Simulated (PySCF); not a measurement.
C5H7F.
SMILES with atom numbers: `[CH3:1]/[CH:2]=[CH:3]/[CH:4]=[CH:5]/[F:6]` (hydrogens: H7, H8, H9 on C1; H10 on C2; H11 on C3; H12 on C4; H13 on C5)

Method: PySCF, PBE0-D3(BJ)/def2-SVP geometry optimisation, gas phase.

Problem. List the bond lengths, angles and torsions at this level.

Solution. 
```
               bond  length (Å)   order
              C1–C2       1.490  single
              C2=C3       1.343  double
              C3–C4       1.450  single
              C4=C5       1.336  double
              C5–F6       1.329  single
C1–H7, C1–H8, C1–H9       1.102  single
             C2–H10       1.098  single
             C3–H11       1.098  single
             C4–H12       1.095  single
             C5–H13       1.095  single
```

Bonds in one row agree within 0.01 Å and their mean is given. Orders are formal, as drawn. A selection of angles:
```
    angle  degrees
 C2–C1–H7    111.3
 H7–C1–H8    108.1
 H7–C1–H9    106.2
 C1–C2–C3    125.4
C1–C2–H10    116.6
C3–C2–H10    118.0
 C2–C3–C4    124.3
C2–C3–H11    118.8
C4–C3–H11    116.9
 C3–C4–C5    123.3
C3–C4–H12    118.7
C5–C4–H12    117.9
 C4–C5–F6    122.2
C4–C5–H13    124.9
F6–C5–H13    112.9
```

Torsions: C1–C2–C3–C4 180° (antiperiplanar); C2–C3–C4–C5 180° (antiperiplanar); C3–C4–C5–F6 180° (antiperiplanar). The mirror-image conformer, all signs reversed, is as good.

The 6 heavy atoms lie in one plane (0.001 Å rms). The C–C distances run from 1.336 Å (C4=C5, drawn double) to 1.490 Å (C1–C2, drawn single), a spread of 0.154 Å. Of the pairs four or more bonds apart, H8···H11 is among the closest relative to their van der Waals radii: 2.44 Å, 102 % of the sum of Bondi's values.

Point group: near Cs, missed by 0.08 Å at most; the miss may be what the optimiser left on a soft mode. Whether it is a minimum is left open (no frequencies). One conformer, not necessarily the lowest.
